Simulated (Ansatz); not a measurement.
1T (CdI2-type) CdI2

Method: HSE06 (PAW; Ansatz, an electronic-structure program).

Run with plane-wave cutoff 460 eV, 9×9×4 k mesh (along the axes of the cell as run), Fermi–Dirac smearing 0.01 eV, scalar-relativistic PAW data made under PBE.

Cell (measured lattice):

```xyz
3
Lattice="2.1220 -3.6754 0.0000 -4.2440 0.0000 0.0000 0.0000 0.0000 6.8590" Properties=species:S:1:pos:R:3 pbc="T T T"
Cd     0.0000     0.0000     0.0000
I     -2.1220    -1.2251     1.7093
I      0.0000    -2.4503     5.1497
```

```
Item                                           Value
-------------------------------------------  -------
band gap                                     3.31 eV
smallest direct gap on the k points sampled  3.66 eV
```

Note: cell and atoms aren't relaxed at this level (pressure 1.1 GPa).

Spin–orbit coupling is not included; with these elements it can move the gap by several tenths of an eV or more.

Static lattice: no zero-point or thermal effects.

Computing time: about 13 core-minutes (a rough figure).
